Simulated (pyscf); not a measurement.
Structures and frequencies: ωB97X-D3(BJ)/def2-SVP in PySCF.

Problem. Estimate by transition-state theory the rate constant of `[OH][Zr]([OH])[OH]` [doublet] + `[ClH]` → `[OH][Zr]([OH])([OH])[Cl]` + `[H]` [doublet] (doublet surface; Cl–H broken, Cl–Zr formed) at 900 K, with ωB97M-D3(BJ)/def2-TZVP energies (ideal gas, 1 atm, RRHO with modes under 100 cm⁻¹ raised to 100, one conformer, R ln 2 for chiral ones without a mode under 150 cm⁻¹; no tunnelling).

Solution. The electronic barrier is 11.1 kcal/mol and the thermal terms add +21.4, so ΔG‡ = 32.5 kcal/mol. With k_BT/h = 1.88e+13 s⁻¹ and RT = 1.788 kcal/mol, and a volume of 1.23e-19 cm³ per molecule at 1 atm, k = 3.0e-14 cm³ molecule⁻¹ s⁻¹. Wigner's tunnelling factor for 728i cm⁻¹ would be 1.06. A shift of 1 kcal/mol in the barrier changes k by a factor 1.7. One saddle was located; it need not be the lowest between these sides. The angle at the transferred Cl is 179°. Open-shell species with a d-block atom are single-reference here; other states, and whether the spin sits on metal or ligand, were not checked. Elements past Kr carry the def2 core potentials, without spin-orbit coupling.
